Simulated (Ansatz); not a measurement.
Working through a rigid scan of one bond angle of CH3N, SMILES C=N

Program: the Ansatz DFT code, driven from Python.

Notebook, run cell by cell (the value of a cell's last expression is shown):

In [1]:
```python
import warnings

import ansatz as az
from ase import Atoms

warnings.simplefilter("ignore", az.DeckWarning)
```

In [2]:
```python
atoms = Atoms(["C", "N", "H", "H", "H"], positions=[
    [-0.04979, -0.38858, 0.04214],
    [0.60037, 0.64519, -0.21799],
    [-1.10033, -0.43939, 0.34904],
    [0.46298, -1.33962, -0.03976],
    [0.08677, 1.52241, -0.13344],
])
```

In [3]:
```python
first = (
    az.Crystal.molecule_from_ase(atoms).calculation()
    .basis(gaussian="6-31G*")
    .functional("pbe0")
    .relax(force_tolerance=0.02, max_steps=80)
)
atoms.positions = first.run(threads=1, backend="cpu").report["positions_ang"]
```

In [4]:
```python
rows = []
for angle in [85, 95, 105, 115, 125, 140, 160]:
    bent = atoms.copy()
    bent.set_angle(0, 1, 4, angle, indices=[4])
    calc = (
        az.Crystal.molecule_from_ase(bent).calculation()
        .basis(gaussian="6-31G*")
        .correlation("ccsd_t")
    )
    rows.append((angle, calc.run(threads=1, backend="cpu").report["free_energy_ev"]))
floor = min(e for _, e in rows)
for angle, e in rows:
    print(f"angle C0-N1-H4 = {angle:3d} deg   {1000 * (e - floor):9.1f} meV")
```
```text
angle C0-N1-H4 =  85 deg       648.3 meV
angle C0-N1-H4 =  95 deg       210.4 meV
angle C0-N1-H4 = 105 deg         8.1 meV
angle C0-N1-H4 = 115 deg         0.0 meV
angle C0-N1-H4 = 125 deg       143.7 meV
angle C0-N1-H4 = 140 deg       546.1 meV
angle C0-N1-H4 = 160 deg      1162.2 meV
```

Caveats:
- The scan is rigid, and the energies are electronic, in a modest basis. The zero is the lowest point of the grid, which needn't be the minimum.
- The start is relaxed with a density functional and scanned with the wavefunction method, so it isn't exactly that method's minimum.
- It ran for 6.1 s on 1 thread of Arm Neoverse V2, on a shared host, peak memory 0.17 GiB.
